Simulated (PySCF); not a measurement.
Input of a run (PBE0-D3(BJ)/def2-SVP geometry optimisation, gas phase (PySCF 2.14.0)), started from GFN2-xTB:
```
{"job": {"xc": "PBE0", "basis": "def2-SVP", "d3": "d3bj", "grid": 1, "kind": "geom"}, "charge": 0, "multiplicity": 1}
C      0.303123     0.841256    -0.616144
C      1.040252    -0.239197     0.190361
C     -0.309909    -0.755424     0.711528
C     -1.032795     0.153734    -0.294204
H      0.389472     1.832847    -0.176304
H      0.561524     0.902433    -1.671553
H      1.557738    -0.960784    -0.438626
H      1.731711     0.123831     0.948161
H     -0.485931    -1.822950     0.595507
H     -0.500500    -0.480980     1.747134
H     -1.445337    -0.391096    -1.140975
H     -1.808151     0.795644     0.119090
```

Output (energies in Eh, forces in Eh/bohr):
```
step   0  E = -156.91083426  max force = 0.008189
step   1  E = -156.91204808  max force = 0.002060
step   2  E = -156.91208683  max force = 0.000508
step   3  E = -156.91216884  max force = 0.002522
step   4  E = -156.91233508  max force = 0.006454
step   5  E = -156.91245723  max force = 0.007377
step   6  E = -156.91257837  max force = 0.003943
step   7  E = -156.91262474  max force = 0.000133
step   8  E = -156.91262421  max force = 0.000040
optimisation converged
```

Task: Summarise the run.

Result: The energy falls by 4.7 kJ/mol over 9 energy and gradient evaluations, the largest force component goes from 0.0082 to 4.0e-05 Eh/bohr, and the atoms move by 0.190 Å rms after alignment. Among the bonds, C1–H5, C1–H6, C2–H7, C2–H8, C3–H9, C3–H10, C4–H11 and C4–H12 change most and about equally (+0.012 to +0.013 Å). Bonds longer at the end by more than 0.005 Å: 8 of 12; shorter: 0. Among the angles that change most is C3–C2–H8, from 115.7° to 118.2°. Among the dihedrals that turn most is H6–C1–C2–H8, from 113° to 98°. The energy never rose by more than 1e-6 Eh on the way. The first step brought 68 % of the lowering.

Task: What are the final bond lengths?

Result: C1–C2 1.541 Å, C2–C3 1.541 Å, C3–C4 1.541 Å, C1–C4 1.541 Å, C1–H5 1.101 Å, C1–H6 1.101 Å, C2–H7 1.101 Å, C2–H8 1.101 Å, C3–H9 1.101 Å, C3–H10 1.101 Å, C4–H11 1.101 Å, C4–H12 1.101 Å. Numbering counts from 1 in the input's order; the species is `C1CCC1`.

The run used 96 basis functions and 46 SCF cycles in all. Time: 28 s; peak memory 0.43 GiB. Hardware: one thread of an Arm Neoverse N1, no GPU, shared host with 64 logical CPUs at a one-minute load of 56.

No PBE0-D3(BJ)/def2-SVP frequencies stand behind this structure, so it isn't proved a minimum.
